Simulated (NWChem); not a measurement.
Molecule: Li$_{2}$; SMILES [Li][Li]

All runs: NWChem. Coordinates come from a PBE0/def2-SVP optimisation.

For level Hartree-Fock/3-21G:

orbital gap (eV): 5.08

**Question.** What are these values for level Hartree-Fock/def2-TZVPP?

**Answer.** The orbital gap (eV) comes out as 5.22.
